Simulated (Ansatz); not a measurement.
Geometry optimisation, UKS PBE0-D4/def2-SVP (Ansatz 0.2.0).

Input:

```yaml
crystal:
  periodic: [false, false, false]
  atoms:
    - { symbol: "N", position_ang: [-0.7757, -0.10186, -1.04724] }
    - { symbol: C, position_ang: [0.13176, 0.04485, -0.16323] }
    - { symbol: "N", position_ang: [0.14008, 0.16764, 1.11903] }
    - { symbol: H, position_ang: [-1.63273, -0.58795, -0.83092] }
    - { symbol: H, position_ang: [1.10518, 0.24472, -0.66814] }
    - { symbol: H, position_ang: [1.03141, 0.2326, 1.59048] }
magnetization:
  spin_polarized: true
  initial_magnetization: 1
basis:
  gaussian: { orbitals: def2-SVP }
hamiltonian:
  xc: pbe0
  dispersion: d4
relax:
  f_tol: 0.02
  max_steps: 50
```

Command:

```bash
$ ansatz run input.yaml --threads 1 --pin off --max-ram 2048MiB --backend cpu --events-out ev --progress --plain --runs-dir out
```

Where does it end, and by what steps?

The forces met the threshold. After 8 steps the energy has fallen by 0.565 eV; H4 moved furthest, 0.32 Å.

```tsv
step	energy less start (eV)	largest force component (eV/Å)	accepted
0	0.0000	3.400	yes
1	-0.3380	2.163	yes
2	-0.4270	2.081	yes
3	-0.5097	1.035	yes
4	-0.5454	1.072	yes
5	-0.5641	0.081	yes
6	-0.5647	0.038	yes
7	-0.5649	0.022	yes
8	-0.5649	0.005	yes
```

```xyz
6
Properties=species:S:1:pos:R:3
N -0.745 -0.220 -1.114
C 0.218 0.057 -0.249
N 0.022 0.019 1.056
H -1.582 -0.445 -0.555
H 1.198 0.323 -0.686
H 0.889 0.265 1.547
```

Whether the end is a true minimum wasn't checked by a vibrational analysis.

The run took 44 s on 1 thread of Intel(R) Xeon(R) Processor @ 2.50GHz (Skylake/Cascade Lake), with other jobs on the host, peak memory 0.14 GiB.
